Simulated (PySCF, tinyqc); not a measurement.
Worked calculation: coupled-perturbed Hartree-Fock on RHF in the sto-6g basis, for LiH, spin multiplicity 1. The lowest restricted solution is unstable here: a spin-polarised one lies 0.0222 hartree lower (PySCF). Computed by tinyqc, a small Python program that keeps every step (integrals from PySCF). Settings: charge = 0, multiplicity = 1, basis = sto-6g, method = RHF, energy threshold = 1e-10, iteration cap = 85, orthogonalisation = canonical, start = core, DIIS depth = 6. Command: `OMP_NUM_THREADS=1 python tinyqc.py 27066 27067 out.jsonl` (the two numbers bound the seeds that draw the settings). One thread of a shared host (Intel(R) Xeon(R) Processor @ 2.60GHz), about 0.2 s of CPU time with the checks. Later iterations appear only in the table of the cycle.

## One-electron integrals

Geometry (angstrom):
```
atom       x       y       z
Li    0.0000  0.0000  0.0000
H     0.0000  0.0000  2.4440
```

Basis sto-6g: exponents (1/bohr^2) and contraction coefficients of normalised primitives:
```
element  l (shell)  exponent  coefficient
Li           s (1)  167.1758       0.0092
Li           s (1)   30.6515       0.0494
Li           s (1)    8.5752       0.1685
Li           s (1)    2.9458       0.3706
Li           s (1)    1.1439       0.4165
Li           s (1)    0.4711       0.1303
Li           s (2)    6.5976      -0.0133
Li           s (2)    1.3058      -0.0470
Li           s (2)    0.4059      -0.0338
Li           s (2)    0.1561       0.2502
Li           s (2)    0.0678       0.5951
Li           s (2)    0.0311       0.2407
Li           p (3)    6.5976       0.0038
Li           p (3)    1.3058       0.0377
Li           p (3)    0.4059       0.1739
Li           p (3)    0.1561       0.4180
Li           p (3)    0.0678       0.4259
Li           p (3)    0.0311       0.1017
H            s (1)   35.5232       0.0092
H            s (1)    6.5131       0.0494
H            s (1)    1.8221       0.1685
H            s (1)    0.6260       0.3706
H            s (1)    0.2431       0.4165
H            s (1)    0.1001       0.1303
```

Overlap, kinetic and nuclear-attraction integrals over the contracted functions; the nuclear repulsion is the sum of Za Zb / Rab.

nuclear repulsion = 0.649563 hartree

overlap S, order 1Li 1s, 1Li 2s, 1Li 2px, 1Li 2py, 1Li 2pz, 2H 1s:
```
[[1.0000, 0.2357, 0.0000, 0.0000, 0.0000, 0.0106],
 [0.2357, 1.0000, 0.0000, 0.0000, 0.0000, 0.2103],
 [0.0000, 0.0000, 1.0000, 0.0000, 0.0000, 0.0000],
 [0.0000, 0.0000, 0.0000, 1.0000, 0.0000, 0.0000],
 [0.0000, 0.0000, 0.0000, 0.0000, 1.0000, 0.3099],
 [0.0106, 0.2103, 0.0000, 0.0000, 0.3099, 1.0000]]
```

kinetic energy T (hartree), order 1Li 1s, 1Li 2s, 1Li 2px, 1Li 2py, 1Li 2pz, 2H 1s:
```
[[3.6167, -0.1107, 0.0000, 0.0000, 0.0000, -0.0047],
 [-0.1107, 0.1065, 0.0000, 0.0000, 0.0000, 0.0055],
 [0.0000, 0.0000, 0.3200, 0.0000, 0.0000, 0.0000],
 [0.0000, 0.0000, 0.0000, 0.3200, 0.0000, 0.0000],
 [0.0000, 0.0000, 0.0000, 0.0000, 0.3200, 0.0302],
 [-0.0047, 0.0055, 0.0000, 0.0000, 0.0302, 0.7685]]
```

nuclear attraction V (hartree), order 1Li 1s, 1Li 2s, 1Li 2px, 1Li 2py, 1Li 2pz, 2H 1s:
```
[[-8.2837, -0.8794, 0.0000, 0.0000, -0.0073, -0.0405],
 [-0.8794, -1.4116, 0.0000, 0.0000, -0.0757, -0.3082],
 [0.0000, 0.0000, -1.3934, 0.0000, 0.0000, 0.0000],
 [0.0000, 0.0000, 0.0000, -1.3934, 0.0000, 0.0000],
 [-0.0073, -0.0757, 0.0000, 0.0000, -1.4480, -0.4592],
 [-0.0405, -0.3082, 0.0000, 0.0000, -0.4592, -1.8891]]
```

core Hamiltonian H = T + V (hartree), order 1Li 1s, 1Li 2s, 1Li 2px, 1Li 2py, 1Li 2pz, 2H 1s:
```
[[-4.6669, -0.9901, 0.0000, 0.0000, -0.0073, -0.0453],
 [-0.9901, -1.3051, 0.0000, 0.0000, -0.0757, -0.3027],
 [0.0000, 0.0000, -1.0734, 0.0000, 0.0000, 0.0000],
 [0.0000, 0.0000, 0.0000, -1.0734, 0.0000, 0.0000],
 [-0.0073, -0.0757, 0.0000, 0.0000, -1.1280, -0.4289],
 [-0.0453, -0.3027, 0.0000, 0.0000, -0.4289, -1.1206]]
```

## Two-electron integrals

Functions are numbered as in S; the eight-fold symmetry (ij|kl) = (ji|kl) = (kl|ij) leaves the list below.

Two-electron integrals (ij|kl) in chemists' order, unique and non-zero (hartree):
```
(11|11) 1.6812     (21|11) 0.2426     (21|21) 0.0445     (22|11) 0.3972
(22|21) 0.0903     (22|22) 0.2906     (31|31) 0.0094     (32|31) 0.0143
(32|32) 0.0642     (33|11) 0.3972     (33|21) 0.0903     (33|22) 0.2906
(33|33) 0.3131     (41|41) 0.0094     (42|41) 0.0143     (42|42) 0.0642
(43|43) 0.0169     (44|11) 0.3972     (44|21) 0.0903     (44|22) 0.2906
(44|33) 0.2794     (44|44) 0.3131     (51|51) 0.0094     (52|51) 0.0143
(52|52) 0.0642     (53|53) 0.0169     (54|54) 0.0169     (55|11) 0.3972
(55|21) 0.0903     (55|22) 0.2906     (55|33) 0.2794     (55|44) 0.2794
(55|55) 0.3131     (61|11) 0.0105     (61|21) 0.0019     (61|22) 0.0040
(61|33) 0.0039     (61|44) 0.0039     (61|51) 2.57e-04   (61|52) 0.0006
(61|55) 0.0041     (61|61) 9.09e-05   (62|11) 0.0576     (62|21) 0.0135
(62|22) 0.0506     (62|33) 0.0477     (62|44) 0.0477     (62|51) 0.0021
(62|52) 0.0158     (62|55) 0.0565     (62|61) 0.0007     (62|62) 0.0194
(63|31) 0.0007     (63|32) 0.0041     (63|53) 0.0019     (63|63) 0.0009
(64|41) 0.0007     (64|42) 0.0041     (64|54) 0.0019     (64|64) 0.0009
(65|11) 0.0808     (65|21) 0.0190     (65|22) 0.0729     (65|33) 0.0680
(65|44) 0.0680     (65|51) 0.0032     (65|52) 0.0247     (65|55) 0.0828
(65|61) 0.0010     (65|62) 0.0300     (65|65) 0.0465     (66|11) 0.2165
(66|21) 0.0510     (66|22) 0.2094     (66|33) 0.1932     (66|44) 0.1932
(66|51) 0.0073     (66|52) 0.0720     (66|55) 0.2418     (66|61) 0.0028
(66|62) 0.1095     (66|65) 0.1731     (66|66) 0.7750
```

## Orthogonalisation

S = U s U^T; canonical form X = U s^(-1/2), so that X^T S X = 1. Each column of U has its largest component positive (the first on a tie).

eigenvalues of S: [0.6000, 0.8151, 1.0000, 1.0000, 1.1769, 1.4080]

X, order 1Li 1s, 1Li 2s, 1Li 2px, 1Li 2py, 1Li 2pz, 2H 1s:
```
[[0.3619, 0.7223, 0.0000, 0.0000, 0.5827, 0.2618],
 [-0.6514, -0.5521, 0.0000, 0.0000, 0.4496, 0.4289],
 [0.0000, 0.0000, 0.0304, 0.9995, 0.0000, 0.0000],
 [0.0000, 0.0000, 0.9995, -0.0304, 0.0000, 0.0000],
 [-0.6457, 0.5434, 0.0000, 0.0000, -0.4820, 0.4092],
 [0.8333, -0.3242, 0.0000, 0.0000, -0.2751, 0.5387]]
```

Within a degenerate level the vectors are fixed only up to a rotation; this is one choice.

## Starting guess

The start is the orbitals of the core Hamiltonian; D = 2 C_occ C_occ^T.

D at the start, order 1Li 1s, 1Li 2s, 1Li 2px, 1Li 2py, 1Li 2pz, 2H 1s:
```
[[2.0656, -0.2376, 0.0000, 0.0000, -0.1421, -0.0842],
 [-0.2376, 0.8022, 0.0000, 0.0000, 0.6726, 0.4513],
 [0.0000, 0.0000, 0.0000, 0.0000, 0.0000, 0.0000],
 [0.0000, 0.0000, 0.0000, 0.0000, 0.0000, 0.0000],
 [-0.1421, 0.6726, 0.0000, 0.0000, 0.5656, 0.3798],
 [-0.0842, 0.4513, 0.0000, 0.0000, 0.3798, 0.2551]]
```

## Iteration 1: building the Fock matrix

J_ij = sum D_kl (ij|kl), K_ij = sum D_kl (ik|jl); F = H + J - 0.5 K; E = tr D H + tr D J / 2 - 0.25 tr D K + E_nn.

Coulomb J (hartree), order 1Li 1s, 1Li 2s, 1Li 2px, 1Li 2py, 1Li 2pz, 2H 1s:
```
[[4.0677, 0.6427, 0.0000, 0.0000, 0.0226, 0.0291],
 [0.6427, 1.3289, 0.0000, 0.0000, 0.1337, 0.2740],
 [0.0000, 0.0000, 1.3120, 0.0000, 0.0000, 0.0000],
 [0.0000, 0.0000, 0.0000, 1.3120, 0.0000, 0.0000],
 [0.0226, 0.1337, 0.0000, 0.0000, 1.3627, 0.4020],
 [0.0291, 0.2740, 0.0000, 0.0000, 0.4020, 1.2501]]
```

exchange K (hartree), order 1Li 1s, 1Li 2s, 1Li 2px, 1Li 2py, 1Li 2pz, 2H 1s:
```
[[3.3987, 0.4807, 0.0000, 0.0000, 0.0175, 0.0318],
 [0.4807, 0.3789, 0.0000, 0.0000, 0.3006, 0.2769],
 [0.0000, 0.0000, 0.0791, 0.0000, 0.0000, 0.0000],
 [0.0000, 0.0000, 0.0000, 0.0791, 0.0000, 0.0000],
 [0.0175, 0.3006, 0.0000, 0.0000, 0.3379, 0.3120],
 [0.0318, 0.2769, 0.0000, 0.0000, 0.3120, 0.5094]]
```

Fock matrix F (hartree), order 1Li 1s, 1Li 2s, 1Li 2px, 1Li 2py, 1Li 2pz, 2H 1s:
```
[[-2.2986, -0.5878, 0.0000, 0.0000, 0.0066, -0.0320],
 [-0.5878, -0.1656, 0.0000, 0.0000, -0.0923, -0.1671],
 [0.0000, 0.0000, 0.1991, 0.0000, 0.0000, 0.0000],
 [0.0000, 0.0000, 0.0000, 0.1991, 0.0000, 0.0000],
 [0.0066, -0.0923, 0.0000, 0.0000, 0.0658, -0.1829],
 [-0.0320, -0.1671, 0.0000, 0.0000, -0.1829, -0.1251]]
```

total energy of this density = -7.769462 hartree

## Iteration 1: diagonalisation and new density

Diagonalise F' = X^T F X, C = X C', fill 2 alpha and 2 beta electrons from the bottom; D = 2 C_occ C_occ^T. Each column has its largest component positive (the first on a tie).

F' = X^T F X (hartree):
```
[[0.1246, -0.3527, 0.0000, 0.0000, -0.3292, -0.1990],
 [-0.3527, -0.6946, 0.0000, 0.0000, -0.9938, -0.4200],
 [0.0000, 0.0000, 0.1991, 0.0000, 0.0000, 0.0000],
 [0.0000, 0.0000, 0.0000, 0.1991, 0.0000, 0.0000],
 [-0.3292, -0.9938, 0.0000, 0.0000, -1.0768, -0.5507],
 [-0.1990, -0.4200, 0.0000, 0.0000, -0.5507, -0.5433]]
```

orbital energies (hartree): [-2.2996, -0.2538, 0.0990, 0.1991, 0.1991, 0.2644]

coefficients C, order 1Li 1s, 1Li 2s, 1Li 2px, 1Li 2py, 1Li 2pz, 2H 1s:
```
[[0.9948, -0.1251, -0.2257, 0.0000, 0.0000, -0.0676],
 [0.0211, 0.4527, 0.8992, 0.0000, 0.0000, 0.3183],
 [0.0000, 0.0000, 0.0000, 0.9998, -0.0222, 0.0000],
 [0.0000, 0.0000, 0.0000, 0.0222, 0.9998, 0.0000],
 [-0.0022, 0.3458, -0.4075, 0.0000, 0.0000, 0.9090],
 [0.0010, 0.6515, -0.3321, 0.0000, 0.0000, -0.7941]]
```

D after iteration 1, order 1Li 1s, 1Li 2s, 1Li 2px, 1Li 2py, 1Li 2pz, 2H 1s:
```
[[2.0106, -0.0714, 0.0000, 0.0000, -0.0908, -0.1611],
 [-0.0714, 0.4108, 0.0000, 0.0000, 0.3131, 0.5900],
 [0.0000, 0.0000, 0.0000, 0.0000, 0.0000, 0.0000],
 [0.0000, 0.0000, 0.0000, 0.0000, 0.0000, 0.0000],
 [-0.0908, 0.3131, 0.0000, 0.0000, 0.2392, 0.4506],
 [-0.1611, 0.5900, 0.0000, 0.0000, 0.4506, 0.8489]]
```

Within a degenerate level the vectors are fixed only up to a rotation; this is one choice.

## Iteration 8 (converged): orbitals

converged F (hartree), order 1Li 1s, 1Li 2s, 1Li 2px, 1Li 2py, 1Li 2pz, 2H 1s:
```
[[-2.4134, -0.6217, 0.0000, 0.0000, 0.0127, -0.0287],
 [-0.6217, -0.1870, 0.0000, 0.0000, -0.0474, -0.1692],
 [0.0000, 0.0000, 0.1552, 0.0000, 0.0000, 0.0000],
 [0.0000, 0.0000, 0.0000, 0.1552, 0.0000, 0.0000],
 [0.0127, -0.0474, 0.0000, 0.0000, 0.0761, -0.1705],
 [-0.0287, -0.1692, 0.0000, 0.0000, -0.1705, -0.0650]]
```

As before.

F' = X^T F X (hartree):
```
[[0.1884, -0.3787, 0.0000, 0.0000, -0.3554, -0.2024],
 [-0.3787, -0.7533, 0.0000, 0.0000, -1.0128, -0.4436],
 [0.0000, 0.0000, 0.1552, 0.0000, 0.0000, 0.0000],
 [0.0000, 0.0000, 0.0000, 0.1552, 0.0000, 0.0000],
 [-0.3554, -1.0128, 0.0000, 0.0000, -1.1511, -0.6002],
 [-0.2024, -0.4436, 0.0000, 0.0000, -0.6002, -0.5210]]
```

orbital energies (hartree): [-2.4147, -0.2134, 0.0660, 0.1552, 0.1552, 0.3251]

coefficients C, order 1Li 1s, 1Li 2s, 1Li 2px, 1Li 2py, 1Li 2pz, 2H 1s:
```
[[0.9942, -0.1390, -0.2065, 0.0000, 0.0000, 0.1020],
 [0.0235, 0.5134, 0.8031, 0.0000, 0.0000, -0.4541],
 [0.0000, 0.0000, 0.0000, 0.9965, 0.0833, 0.0000],
 [0.0000, 0.0000, 0.0000, -0.0833, 0.9965, 0.0000],
 [-0.0044, 0.3165, -0.5713, 0.0000, 0.0000, -0.8279],
 [-0.0010, 0.6276, -0.2432, 0.0000, 0.0000, 0.8440]]
```

D after iteration 8, order 1Li 1s, 1Li 2s, 1Li 2px, 1Li 2py, 1Li 2pz, 2H 1s:
```
[[2.0156, -0.0961, 0.0000, 0.0000, -0.0968, -0.1765],
 [-0.0961, 0.5282, 0.0000, 0.0000, 0.3247, 0.6443],
 [0.0000, 0.0000, 0.0000, 0.0000, 0.0000, 0.0000],
 [0.0000, 0.0000, 0.0000, 0.0000, 0.0000, 0.0000],
 [-0.0968, 0.3247, 0.0000, 0.0000, 0.2004, 0.3972],
 [-0.1765, 0.6443, 0.0000, 0.0000, 0.3972, 0.7877]]
```

Within a degenerate level the vectors are fixed only up to a rotation; this is one choice.

## Convergence

Stop when the energy changes by less than 1e-10 hartree and every element of the error matrix X^T (F D S - S D F) X is below 3e-06.

Course of the cycle:
```
iteration  E (hartree)     change  largest element of the error matrix
1            -7.769462          -                             2.33e-01
2            -7.865217  -9.58e-02                             2.68e-02
3            -7.866670  -1.45e-03                             7.21e-03
4            -7.866893  -2.23e-04                             3.20e-03
5            -7.866967  -7.44e-05                             1.04e-04
6            -7.866967  -1.60e-08                             1.61e-05
7            -7.866967  -2.13e-09                             5.54e-07
8            -7.866967  -2.54e-12                             3.42e-09
```

PySCF RHF in the same basis = -7.866967 hartree

Converged in 8 iterations.

## Populations, bond orders and dipole

Mulliken: Z minus the diagonal of D S on the atom; Loewdin: the same with S^(1/2) D S^(1/2); Mayer order: 2 sum_s sum (D(s) S)_ij (D(s) S)_ji over the two atoms.

Charges (e):
```
atom  Mulliken  Loewdin
1Li     0.0444   0.0408
2H     -0.0444  -0.0408
```

Mayer bond orders:
```
pair   order
2-1   0.9980
```

dipole moment about the origin, x y z (debye): [0.0000, 0.0000, -5.3039]

## Integrals over molecular orbitals

(pq|rs) = sum C_ip C_jq C_kr C_ls (ij|kl), one index at a time.

one-electron integrals over orbitals h = C^T H C (hartree):
```
[[-4.6598, 0.0957, 0.1621, 0.0000, 0.0000, -0.0537],
 [0.0957, -1.2286, -0.0023, 0.0000, 0.0000, 0.0658],
 [0.1621, -0.0023, -1.0846, 0.0000, 0.0000, 0.0176],
 [0.0000, 0.0000, 0.0000, -1.0734, 0.0000, 0.0000],
 [0.0000, 0.0000, 0.0000, 0.0000, -1.0734, 0.0000],
 [-0.0537, 0.0658, 0.0176, 0.0000, 0.0000, -1.0293]]
```

Two-electron integrals over orbitals (pq|rs), unique and non-zero (hartree):
```
(11|11) 1.6655     (21|11) -0.0975    (21|21) 0.0100     (22|11) 0.2948
(22|21) 0.0018     (22|22) 0.4356     (31|11) -0.1457    (31|21) 0.0113
(31|22) -0.0095    (31|31) 0.0232     (32|11) 0.0399     (32|21) -0.0025
(32|22) -0.0661    (32|31) -0.0008    (32|32) 0.0283     (33|11) 0.3906
(33|21) -0.0082    (33|22) 0.2105     (33|31) 2.23e-04   (33|32) 0.0176
(33|33) 0.3217     (41|41) 0.0100     (42|41) 0.0072     (42|42) 0.0204
(43|41) 0.0104     (43|42) 0.0211     (43|43) 0.0417     (44|11) 0.3970
(44|21) -0.0032    (44|22) 0.2325     (44|31) -0.0048    (44|32) 0.0196
(44|33) 0.2777     (44|44) 0.3131     (51|51) 0.0100     (52|51) 0.0072
(52|52) 0.0204     (53|51) 0.0104     (53|52) 0.0211     (53|53) 0.0417
(54|54) 0.0169     (55|11) 0.3970     (55|21) -0.0032    (55|22) 0.2325
(55|31) -0.0048    (55|32) 0.0196     (55|33) 0.2777     (55|44) 0.2794
(55|55) 0.3131     (61|11) 0.0680     (61|21) -0.0090    (61|22) -0.0067
(61|31) -0.0048    (61|32) 0.0029     (61|33) 0.0117     (61|44) 0.0016
(61|55) 0.0016     (61|61) 0.0110     (62|11) -0.0901    (62|21) 0.0009
(62|22) 0.1053     (62|31) 0.0049     (62|32) -0.0523    (62|33) -0.0176
(62|44) -0.0441    (62|55) -0.0441    (62|61) 0.0018     (62|62) 0.1339
(63|11) 0.0265     (63|21) -0.0019    (63|22) -0.0638    (63|31) 0.0041
(63|32) 0.0235     (63|33) 0.0374     (63|44) 0.0117     (63|55) 0.0117
(63|61) 0.0046     (63|62) -0.0437    (63|63) 0.0362     (64|41) -0.0054
(64|42) -0.0173    (64|43) -0.0107    (64|64) 0.0185     (65|51) -0.0054
(65|52) -0.0173    (65|53) -0.0107    (65|65) 0.0185     (66|11) 0.3478
(66|21) 3.98e-04   (66|22) 0.4019     (66|31) -0.0099    (66|32) -0.0494
(66|33) 0.2392     (66|44) 0.2539     (66|55) 0.2539     (66|61) -0.0054
(66|62) 0.0784     (66|63) -0.0462    (66|66) 0.3929
```

## Response to a field: uncoupled start

dipole integrals <a|z|i> (bohr), order a3, a4, a5, a6:
```
[[-0.1225, -1.0088],
 [0.0000, 0.0000],
 [0.0000, 0.0000],
 [-0.1454, 1.2526]]
```

Field along z; U_ai = -mu_ai / (e_a - e_i), alpha = -4 sum U_ai mu_ai.

uncoupled U, order a3, a4, a5, a6:
```
[[0.0494, 3.6094],
 [0.0000, 0.0000],
 [0.0000, 0.0000],
 [0.0531, -2.3260]]
```

uncoupled polarisability = 26.2735 bohr^3

## Coupled step 1

U_ai = -(mu_ai + sum_bj [4 (ai|bj) - (ab|ij) - (aj|bi)] U_bj) / (e_a - e_i); alpha = -4 sum U_ai mu_ai.

U after step 1, order a3, a4, a5, a6:
```
[[0.0656, 4.4544],
 [0.0000, 0.0000],
 [0.0000, 0.0000],
 [0.0527, -1.7058]]
```

polarisability = 26.5835 bohr^3

## Coupled step 2

As before.

U after step 2, order a3, a4, a5, a6:
```
[[0.0611, 5.0401],
 [0.0000, 0.0000],
 [0.0000, 0.0000],
 [0.0491, -1.5603]]
```

polarisability = 28.2130 bohr^3

## Coupled polarisability

Repeat until U stops changing; compare with -d2E/dF2.

Course of the coupled iterations:
```
step  alpha (bohr^3)
0            26.2735
1            26.5835
2            28.2130
3            28.9600
4            29.3894
5            29.6255
6            29.7564
7            29.8289
8            29.8690
9            29.8912
10           29.9035
11           29.9104
...              ...
22           29.9188
23           29.9188
24           29.9188
25           29.9188
26           29.9188
27           29.9188
28           29.9188
29           29.9188
30           29.9188
31           29.9188
32           29.9188
33           29.9188
```

coupled polarisability = 29.9188 bohr^3

finite-field check, fields of +/-0.001 au = 29.9267 bohr^3
